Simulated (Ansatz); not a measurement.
Geometry optimisation, Ansatz 0.2.0, RKS B3LYP-D4/cc-pVDZ.

input.yaml

```yaml
crystal:
  periodic: [false, false, false]
  atoms:
    - { symbol: C, position_ang: [0.059, -0.5087, 1.7354] }
    - { symbol: C, position_ang: [0.1707, -0.1414, 0.2862] }
    - { symbol: C, position_ang: [1.2316, -0.2747, -0.4882] }
    - { symbol: "N", position_ang: [1.1575, 0.1299, -1.7751] }
    - { symbol: C, position_ang: [-0.1491, 0.5058, -1.8356] }
    - { symbol: C, position_ang: [-0.9351, 0.4361, -0.5388] }
    - { symbol: H, position_ang: [-0.2387, 0.4341, 2.2925] }
    - { symbol: H, position_ang: [0.9739, -0.8451, 2.1468] }
    - { symbol: H, position_ang: [-0.7705, -1.1973, 1.8999] }
    - { symbol: H, position_ang: [2.2271, -0.6568, -0.1263] }
    - { symbol: H, position_ang: [-0.6363, 0.8993, -2.7105] }
    - { symbol: H, position_ang: [-1.2421, 1.4195, -0.2004] }
    - { symbol: H, position_ang: [-1.8277, -0.2356, -0.671] }
basis:
  gaussian: { orbitals: cc-pVDZ }
hamiltonian:
  xc: b3lyp
  dispersion: d4
relax:
  f_tol: 0.02
  max_steps: 50
```

Run as:

```bash
$ ansatz run input.yaml --threads 2 --pin off --max-ram 3072MiB --backend cpu --events-out ev --progress --plain --runs-dir out
```

**Question.** Where does it end, and by what steps?

**Answer.** The forces met the threshold. After 6 steps the energy has fallen by 0.589 eV; N4 moved furthest, 0.10 Å.

```
step  energy less start (eV)  largest force component (eV/Å)  accepted
   0                  0.0000                           4.682       yes
   1                 -0.4905                           1.628       yes
   2                 -0.5643                           0.584       yes
   3                 -0.5674                           0.663       yes
   4                 -0.5883                           0.092       yes
   5                 -0.5887                           0.032       yes
   6                 -0.5888                           0.016       yes
```

```xyz
13
Properties=species:S:1:pos:R:3
C 0.026 -0.470 1.769
C 0.185 -0.143 0.321
C 1.274 -0.281 -0.468
N 1.060 0.137 -1.814
C -0.165 0.538 -1.873
C -0.896 0.426 -0.561
H -0.252 0.421 2.359
H 0.958 -0.876 2.190
H -0.773 -1.216 1.932
H 2.255 -0.663 -0.184
H -0.602 0.917 -2.802
H -1.269 1.407 -0.213
H -1.781 -0.232 -0.641
```

The run took 20 s on 2 threads of Intel(R) Xeon(R) Platinum 8488C (Sapphire Rapids) (shared host), peak memory 0.29 GiB.
